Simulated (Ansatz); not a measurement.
# C6H10: vertical ionisation energy

An exercise on one series of results from a longer session: the logs are not shown, and one member is left open.

Computed with Ansatz 0.2.0, Gaussian basis. Level: unrestricted cation, the program's frozen cores in correlated methods.

The runs, in order: UKS PBE-D4/def2-TZVPP; UKS r2SCAN-D4/def2-TZVPP; UKS PBE0-D4/def2-TZVPP; UKS B3LYP-D4/def2-TZVPP; UKS wB97X-V/def2-TZVPP; UKS wB97M-V/def2-TZVPP; UKS B2PLYP/def2-TZVPP; UHF-CCSD(T)/def2-TZVPP; UHF-MP2/def2-QZVPP; extrapolation to the limit; then −ε(HOMO) from the neutral's earlier runs with LDA (SPW92), PBE-D4, revPBE-D4, BLYP-D4, r2SCAN-D4, B97M-V, PBE0-D4, B3LYP-D4, r2SCANh-D4, r2SCAN0-D4, HSE06-D4, BHLYP-D4, CAM-B3LYP-D4, LC-ωPBE, ωB97X-V, ωB97M-V.

### The geometry

An earlier PBE0-D4 in a triple-zeta def2 set relaxation fixed the geometry.

SMILES `C1C[C@@H]2C[C@@H]2C1`, 16 atoms, charge 0, spin multiplicity 1.

Atoms are counted from 1 here; the program's logs count them from 0.

Bond lengths: C1–C2 1.534 Å, C1–C6 1.534 Å, C1–H7 1.091 Å, C1–H8 1.093 Å, C2–C3 1.512 Å, C2–H9 1.094 Å, C2–H10 1.095 Å, C3–C4 1.499 Å, C3–C5 1.504 Å, C3–H11 1.084 Å, C4–C5 1.499 Å, C4–H12 1.084 Å, C4–H13 1.083 Å, C5–C6 1.512 Å, C5–H14 1.084 Å, C6–H15 1.095 Å, C6–H16 1.094 Å. Angles: C2–C1–C6 105.1°, C2–C1–H7 112.6°, C2–C1–H8 110.1°, C6–C1–H7 112.6°, C6–C1–H8 110.1°, H7–C1–H8 106.6°, C1–C2–C3 104.7°, C1–C2–H9 112.3°, C1–C2–H10 110.3°, C3–C2–H9 113.4°, C3–C2–H10 109.0°, H9–C2–H10 107.2°, C2–C3–C4 117.4°, C2–C3–C5 107.9°, C2–C3–H11 118.8°, C4–C3–C5 59.9°, C4–C3–H11 118.1°, C5–C3–H11 120.8° and more.

Set-up of the first run:

The input, in.yaml:

```yaml
crystal:
  periodic: [false, false, false]
  atoms:
    - {symbol: C, position_ang: [-0.902617, 0.934724, 0.453309]}
    - {symbol: C, position_ang: [0.385292, 0.558778, 1.196669]}
    - {symbol: C, position_ang: [1.020757, -0.514908, 0.343219]}
    - {symbol: C, position_ang: [0.131934, -1.613697, -0.156735]}
    - {symbol: C, position_ang: [0.417277, -0.430664, -1.032125]}
    - {symbol: C, position_ang: [-0.591473, 0.695130, -1.029395]}
    - {symbol: H, position_ang: [-1.218266, 1.959926, 0.654608]}
    - {symbol: H, position_ang: [-1.722625, 0.287635, 0.773481]}
    - {symbol: H, position_ang: [0.191775, 0.237887, 2.224315]}
    - {symbol: H, position_ang: [1.060702, 1.419306, 1.247317]}
    - {symbol: H, position_ang: [2.074321, -0.730992, 0.475208]}
    - {symbol: H, position_ang: [-0.858146, -1.728449, 0.270672]}
    - {symbol: H, position_ang: [0.608801, -2.548743, -0.423253]}
    - {symbol: H, position_ang: [1.025182, -0.584534, -1.915802]}
    - {symbol: H, position_ang: [-0.131955, 1.585795, -1.470768]}
    - {symbol: H, position_ang: [-1.490980, 0.472790, -1.610711]}
basis:
  gaussian: {orbitals: def2-TZVPP}
total_charge: 1
magnetization: {spin_polarized: true, initial_magnetization: 1}
hamiltonian: {xc: pbe, dispersion: d4}
```

Started as:

```console
$ ansatz run in.yaml --threads 2 --pin off --events-out ev --progress --plain --max-ram 32768MiB --backend cuda --devices 0, --max-vram 18GiB
```

Among the steps run: Cation, UKS PBE-D4/def2-TZVPP; Cation, UKS r2SCAN-D4/def2-TZVPP; Cation, UKS PBE0-D4/def2-TZVPP; Cation, UKS B3LYP-D4/def2-TZVPP; Cation, UKS wB97X-V/def2-TZVPP; Cation, UKS wB97M-V/def2-TZVPP; Cation, UKS B2PLYP (frozen core)/def2-TZVPP; Cation, UHF-CCSD(T)/def2-TZVPP; Cation, UHF-MP2/def2-QZVPP.

One of the session's tables, all rows but one given; the rest of the session is left out.

For comparison, −ε(HOMO) of the neutral from earlier runs:

```
  functional  −ε(HOMO) (eV)
 LDA (SPW92)           6.40
      PBE-D4           6.29
   revPBE-D4           6.24
     BLYP-D4           6.18
   r2SCAN-D4           6.50
      B97M-V              ?
     PBE0-D4           7.54
    B3LYP-D4           7.34
  r2SCANh-D4           6.97
  r2SCAN0-D4           7.68
    HSE06-D4           7.14
    BHLYP-D4           8.71
CAM-B3LYP-D4           8.92
     LC-ωPBE          10.28
     ωB97X-V           9.92
     ωB97M-V           9.82
```

Q: Estimate the row for B97M-V from the others.

**Answer.** −ε(HOMO) (eV): 6.62. In the column «−ε(HOMO) (eV)» it lies between r2SCAN-D4 (6.50) and r2SCANh-D4 (6.97).
